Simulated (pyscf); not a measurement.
`[CH3][SiH]` [singlet] + `[ClH]` -> `[CH4]` + `[SiH][Cl]` [singlet] (four-centre exchange; singlet surface; C–Si, Cl–H broken, C–H, Cl–Si formed). Optimised with ωB97X-D3(BJ)/def2-SVP in PySCF. Correlated levels are frozen-core, on RHF or UHF. ΔMP2 is the change of the MP2 total energy from the triple- to the quadruple-zeta basis. Energies in kJ/mol from the separated reactants.

```csv
level,barrier,reaction energy
ωB97X-D3(BJ)/def2-TZVP,11.9,-145.1
PBE/def2-TZVP,-13.4,-145.1
B3LYP-D3(BJ)/def2-TZVP,13.1,-147.0
ωB97M-D3(BJ)/def2-TZVP,17.8,-142.8
HF/def2-TZVP,…,-147.3
CCSD/def2-TZVPP,47.1,-135.3
CCSD(T)/def2-TZVPP + ΔMP2(QZVPP),…,…
```

**Question.** Some entries are withheld; supply them.

**Answer.** 
- HF/def2-TZVP, barrier: 101.3
- CCSD(T)/def2-TZVPP + ΔMP2(QZVPP), barrier: 29.3
- CCSD(T)/def2-TZVPP + ΔMP2(QZVPP), reaction energy: -137.8

Of the functionals in the table, ωB97M-D3(BJ) is closest to CCSD(T)/def2-TZVPP + ΔMP2(QZVPP) in the barrier (11.5 kJ/mol apart) and PBE least close (42.7 kJ/mol); that level has limits of its own. On the reactant side the descent ends in a complex, 30.8 kJ/mol under the separated species and 42.7 kJ/mol under the saddle at ωB97X-D3(BJ)/def2-TZVP. At PBE the saddle lies under the separated reactants, which points to a path from their complex (located at ωB97X-D3(BJ) alone). The same reactants have a lower exit, to H₃C–Si:–Cl [singlet] + H₂ (barrier -9.6 kJ/mol at ωB97M-D3(BJ), against +17.8 kJ/mol here). This is the saddle that the search found; another between the same sides may lie lower. The CCSD(T) − MP2 part came from Ansatz, without density fitting, on the same reference.
